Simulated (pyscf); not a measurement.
Single points on ωB97X-D3(BJ)/def2-SVP structures (PySCF, gas phase). MP2 and CC: frozen core, UHF for open shells. ΔMP2 is the change of the MP2 total energy from the triple- to the quadruple-zeta basis.

Task: For the elementary gas-phase step `[CH3][SnH3]` + `[ClH]` -> `[CH4]` + `[Cl][SnH3]` (singlet surface; C–Sn, Cl–H broken, C–H, Cl–Sn formed), what barrier and reaction energy does CCSD/def2-TZVPP give, measured from the separated reactants?

Result: ΔE‡ = 35.6 kcal/mol, ΔE = -25.8 kcal/mol. CCSD(T)/def2-TZVPP + ΔMP2(QZVPP) gives 30.8 kcal/mol and -26.2 kcal/mol. Zero-point energy shifts the barrier by +0.2 kcal/mol. It is a four-centre exchange, with an imaginary mode of 1171i cm⁻¹. This is the saddle that the search found; another between the same sides may lie lower. The CCSD(T) − MP2 part came from Ansatz, without density fitting, on the same reference. The frozen core leaves the outer d or s,p core shells of the metals and heavy elements correlated in the MP2 and CC values, and def2-TZVPP describes them poorly, which can shift differences by a few kcal/mol. Elements past Kr carry the def2 core potentials, without spin-orbit coupling.
